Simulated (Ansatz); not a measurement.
Coupled-cluster diagnostics for B₃H⁻ (the lowest doublet isomer of a short search), Ansatz.

Geometry of the doublet (PBE-D4/def2-TZVPD):

Cartesian coordinates in Å:
```
B 0.227 1.063 -0.617
B -0.895 0.073 -0.915
B 0.187 -0.184 0.324
H 0.481 -0.951 1.208
```

Correlated methods freeze 3 core orbitals. The structure comes from a short search, and lower isomers may exist.

Geometry of the charge -1 quartet (PBE-D4/def2-TZVPD):

```xyz
4

B    -0.0363   -1.2894   -0.3219
B    -1.2218   -0.1206   -0.5002
B     0.2620    0.2880    0.1699
H     0.9961    1.1220    0.6522
```

Task: Estimate the CCSD(T) correlation energy, the shares of MP2 and (T), T1 and the reference's ⟨S²⟩ for: charge -1, doublet, own geometry in def2-TZVPPD; charge -1, quartet, own geometry in def2-TZVPPD; charge 0, singlet, vertical in def2-TZVPPD; and the rough time on 4 threads of Arm Neoverse V2 on a shared host.

Result: 
```
                           state        basis  correlation (eV)  MP2 share (%)  (T) share (%)     T1  ⟨S²⟩ (pure)  wall time                            remarks
charge -1, doublet, own geometry  def2-TZVPPD            -9.164           83.4            7.2  0.067  1.12 (0.75)      4.9 s        large T1, spin-contaminated
charge -1, quartet, own geometry  def2-TZVPPD            -8.213           83.8            6.1  0.038  3.78 (3.75)      4.3 s                                  –
     charge 0, singlet, vertical  def2-TZVPPD            -9.399           88.2            8.2  0.036  0.00 (0.00)      1.9 s  large T1, restricted SCF unstable
```
Customary marks for T1 are 0.02 (closed shells), 0.045 (open shells) and about 0.05 (3d metals). T1 exceeds 0.02 in 3 of 3 rows and 0.045 in 1; the higher it lies, the less the single-reference result can be trusted.
